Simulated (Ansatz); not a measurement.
Ideal-gas functions of `C#CCCl` at 400 K and 1 bar, from an Ansatz frequency run at PBE0-D4/def2-TZVP.

Molar mass 74.51 g/mol, point group Cs (symmetry number 1), electronic degeneracy 1, moments of inertia 20.471, 164.851, 182.153 u Å². Harmonic wavenumbers (cm⁻¹, unscaled): 180, 329, 469, 677, 709, 744, 917, 988, 1195, 1285, 1463, 2248, 3094, 3146, 3482.

Use S(trans) = R[1.5 ln M + 2.5 ln T − 1.1517]; rotational temperatures θ = 24.2544 K / I; S(rot) = R[ln(√π/σ · √(T³/θAθBθC)) + 1.5]; for each mode x = 1.438777 ν̃/T, S = R[x/(eˣ − 1) − ln(1 − e⁻ˣ)] and H = RT x/(eˣ − 1); 1 cm⁻¹ = 0.0119627 kJ/mol; R = 8.31446 J/(mol·K).

**Question.** By hand: the entropy, in J/(mol·K).

**Answer.** Translation 168.7. Rotation: θ = 1.1848, 0.1471, 0.1332 K, giving 107.6. Vibration, mode by mode: 12.07, 7.38, 4.89, 2.71, 2.47, 2.24, 1.36, 1.11, 0.61, 0.46, 0.27, 0.02, 0.00, 0.00, 0.00, in all 35.6. Electronic 0.0. Sum 311.9 J/(mol·K).

**Question.** By hand: H − E and G − E in kJ/mol, counted from the electronic energy.

**Answer.** Zero-point energy ½ × 20926 × 0.0119627 = 125.2; thermal vibration 8.7; translation, rotation and pV give 4 RT = 13.3. H − E = 147.2 kJ/mol, and G − E = 147.2 − 400 × 311.9/1000 = 22.4 kJ/mol.

Vibration gives 11 % of the entropy.
